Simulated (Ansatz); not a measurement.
# CH₃O radical (SMILES [CH2]O): functionals against CCSD(T) at one geometry

The task here is to estimate one member of a computed series from the others.

Program: Ansatz 0.2.0, Gaussian basis. Level of theory: single points in def2-TZVPP. These are calculated values, not measurements.

Correlated methods freeze the cores. Orbitals are unrestricted.

### The system as given

5 atoms, charge 0, spin multiplicity 2.

Atoms are counted from 1 here; the program's logs count them from 0.

Bond lengths: C1–O2 1.391 Å, C1–H3 1.022 Å, C1–H4 1.086 Å, O2–H5 1.047 Å. Angles: O2–C1–H3 112.6°, O2–C1–H4 118.4°, H3–C1–H4 128.9°, C1–O2–H5 108.7°.

Geometry (Å):

```
C    -0.35340   -0.32640   -0.08800
O     0.27960    0.88200    0.18650
H    -1.36470   -0.22450   -0.19520
H     0.26040   -1.21290   -0.21670
H     1.31340    0.71790    0.22320
```

Set-up of the first run:

run/in.yaml

```yaml
crystal:
  periodic: [false, false, false]
  atoms:
    - {symbol: C, position_ang: [-0.353400, -0.326400, -0.088000]}
    - {symbol: O, position_ang: [0.279600, 0.882000, 0.186500]}
    - {symbol: H, position_ang: [-1.364700, -0.224500, -0.195200]}
    - {symbol: H, position_ang: [0.260400, -1.212900, -0.216700]}
    - {symbol: H, position_ang: [1.313400, 0.717900, 0.223200]}
basis:
  gaussian: {orbitals: def2-TZVPP}
magnetization: {spin_polarized: true, initial_magnetization: 1}
correlation: {method: ccsd_t}
scf: {omitted_lower_state_checks: [cluster_reference]}
output: {forces: true}
```

The command line of these runs was not kept.

Among the steps run: CCSD(T)/def2-TZVPP; PBE0-D4/def2-TZVPP; wB97M-V/def2-TZVPP; r2SCAN-D4/def2-TZVPP; PBE-D4/def2-TZVPP; CAM-B3LYP-D4/def2-TZVPP; BLYP-D4/def2-TZVPP.

One of the session's tables, all rows but one given; the rest of the session is left out.

```
      method  RMS force component (eV/Å)  angle to CCSD(T) forces (°)  dipole (D)
     CCSD(T)                       1.562                    reference        1.57
     PBE0-D4                       1.643                          6.2        1.58
     wB97M-V                           ?                            ?           ?
   r2SCAN-D4                       1.550                          1.8        1.56
      PBE-D4                       1.472                          7.2        1.52
CAM-B3LYP-D4                       1.605                          6.0        1.62
     BLYP-D4                       1.400                          6.8        1.52
```

**Question.** Estimate the row for wB97M-V.

**Answer.** RMS force component (eV/Å): 1.591; angle to CCSD(T) forces (°): 4.2; dipole (D): 1.58. In the column «RMS force component (eV/Å)» it lies between CCSD(T) (1.562) and CAM-B3LYP-D4 (1.605).
